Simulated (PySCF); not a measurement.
Species: C3H3Cl.
InChI=1S/C3H3Cl/c1-2-3-4/h3H,1H2

The calculation used PBE0/pcSseg-1 in PySCF (dipole) on a GFN2-xTB geometry, gas phase.

Masses are those of the commonest isotopes; rigid-rotor values at the optimised geometry. 

(1) What are A, B and C (cm⁻¹)?

(2) Classify the top.

(3) What does the inertial defect say?

(4) Give the coordinates in the principal-axis frame, origin at the centre of mass.

(5) List the rotational levels J(Ka,Kc) to J = 2 (cm⁻¹).

(6) Which lines would a microwave search look for?

(7) Estimate the classical rotational partition function at 25 K, 50 K and 100 K.

Answers

(1) Ia = 15.88, Ib = 174.94, Ic = 187.43 u·Å²; 505379 MHz·u·Å²/I gives 31816, 2889 and 2696 MHz, that is A = 1.06125, B = 0.09636, C = 0.08994 cm⁻¹.

(2) A near-prolate asymmetric top: κ = (2 × 2889 − 31816 − 2696)/(31816 − 2696) = -0.99.

(3) Not planar: Δ = Ic − Ia − Ib = -3.40 u·Å². For a rigid frame Δ = −2 Σ m c², so Σ m c² = 1.70 u·Å² lies off the ab plane, practically all of it from hydrogen. The atom farthest from that plane is 0.92 Å away.

(4) The sense of each axis is arbitrary; atoms in the order of the calculation.
```tsv
atom	mass (u)	a (Å)	b (Å)	c (Å)
C1	12.000	-2.387	0.359	0.000
C2	12.000	-1.220	-0.200	0.000
C3	12.000	-0.042	-0.738	0.000
Cl4	34.969	1.415	0.216	0.000
H5	1.008	-2.902	0.595	-0.918
H6	1.008	-2.901	0.595	0.918
H7	1.008	0.139	-1.800	-0.001
```

(5) Above 0(0,0):
J = 1: 1(0,1) 0.1863, 1(1,1) 1.1512, 1(1,0) 1.1576
J = 2: 2(0,2) 0.5589, 2(1,2) 1.5174, 2(1,1) 1.5366, 2(2,1) 4.4313, 2(2,0) 4.4314
The levels of one J sum to (2J + 1)J(J + 1)(A + B + C)/3.

(6) The dipole components are |μa| = 1.74 D, |μb| = 0.51 D, |μc| = 0.00 D; the mirror of this Cs structure is the ab plane, so μc vanishes by symmetry and there are no c-type lines. The squared components, which scale the intensities, stand as 1.00 : 0.08 (a : b). Some lines, for components of 0.1 D or more:

```json
{"type": "a", "branch": "Q", "J(Ka,Kc)": "4(1,3) ← 4(1,4)", "MHz": "1925", "lower level (cm⁻¹)": "2.799"}
{"type": "a", "branch": "Q", "J(Ka,Kc)": "5(1,4) ← 5(1,5)", "MHz": "2887", "lower level (cm⁻¹)": "3.714"}
{"type": "a", "branch": "R", "J(Ka,Kc)": "1(0,1) ← 0(0,0)", "MHz": "5585", "lower level (cm⁻¹)": "0.000"}
{"type": "a", "branch": "R", "J(Ka,Kc)": "3(0,3) ← 2(0,2)", "MHz": "16752", "lower level (cm⁻¹)": "0.559"}
{"type": "a", "branch": "R", "J(Ka,Kc)": "3(2,2) ← 2(2,1)", "MHz": "16756", "lower level (cm⁻¹)": "4.431"}
{"type": "a", "branch": "R", "J(Ka,Kc)": "3(1,2) ← 2(1,1)", "MHz": "17044", "lower level (cm⁻¹)": "1.537"}
{"type": "a", "branch": "R", "J(Ka,Kc)": "4(2,3) ← 3(2,2)", "MHz": "22340", "lower level (cm⁻¹)": "4.990"}
{"type": "a", "branch": "R", "J(Ka,Kc)": "4(3,2) ← 3(3,1)", "MHz": "22343", "lower level (cm⁻¹)": "9.831"}
{"type": "a", "branch": "R", "J(Ka,Kc)": "5(2,4) ← 4(2,3)", "MHz": "27924", "lower level (cm⁻¹)": "5.735"}
{"type": "a", "branch": "R", "J(Ka,Kc)": "5(4,2) ← 4(4,1)", "MHz": "27928", "lower level (cm⁻¹)": "17.353"}
{"type": "a", "branch": "R", "J(Ka,Kc)": "5(1,4) ← 4(1,3)", "MHz": "28403", "lower level (cm⁻¹)": "2.863"}
{"type": "b", "branch": "R", "J(Ka,Kc)": "2(2,0) ← 1(1,1)", "MHz": "98337", "lower level (cm⁻¹)": "1.151"}
{"type": "b", "branch": "R", "J(Ka,Kc)": "4(3,2) ← 3(2,1)", "MHz": "167454", "lower level (cm⁻¹)": "4.990"}
{"type": "b", "branch": "Q", "J(Ka,Kc)": "4(4,0) ← 4(3,1)", "MHz": "203159", "lower level (cm⁻¹)": "10.576"}
{"type": "b", "branch": "R", "J(Ka,Kc)": "5(5,1) ← 4(4,0)", "MHz": "289133", "lower level (cm⁻¹)": "17.353"}
```

(7) Point group Cs, symmetry number σ = 1; q = (√π/σ)·√((kT/h)³/(ABC)), k/h = 20836.6 MHz/K: 1340 at 25 K, 3790 at 50 K, 10700 at 100 K.

No GFN2-xTB frequencies stand behind this structure, so it isn't proved a minimum. Constants of a rigid frame at the computed geometry: no zero-point averaging, no centrifugal distortion. Quadrupole hyperfine structure (35Cl) is left out.
